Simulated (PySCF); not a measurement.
These 2 structures share the formula C3H2S. Level of theory: PBE0-D3(BJ)/def2-SVP geometry optimisation, gas phase (PySCF). One conformer each; no zero-point energy, no entropy. No frequencies were run at this level. Point groups hold within 0.08 Å.

Question: Rank from lowest to highest electronic energy at this level (kcal/mol).
A. cyclopropenethione, `S=C1C=C1`
B. thiopropynal (`C#CC=S`)

Answer: A (0.0), B (3.0).

As drawn, the lower has a three-membered ring, which the higher lacks.

```csv
SMILES,E (Eh),E rel (kcal/mol),dipole (D),point group,"A, B, C (MHz)"
S=c1cc1,-513.12485,0.0,4.42,C2v,"32051, 4077, 3617"
C#CC=S,-513.12011,3.0,2.16,Cs,"42935, 3090, 2883"
```

Question: How do the relative energies change in single points at PBE0/pcSseg-1 (no added dispersion term) on the same geometries?

Answer: 
```csv
SMILES,PBE0-D3(BJ)/def2-SVP (kcal/mol),PBE0/pcSseg-1 (kcal/mol),shift
S=c1cc1,0.0,0.0,0.0
C#CC=S,3.0,1.4,-1.6
```

Each column counts from its own lowest isomer. The order is unchanged; the largest shift is 1.6 kcal/mol.

Question: As an exercise, what shares would exp(−E/RT) give at 2000 K from these electronic energies alone (no entropy, no degeneracies)?

Answer: RT = 3.974 kcal/mol: S=c1cc1 67.9 %, C#CC=S 32.1 %.
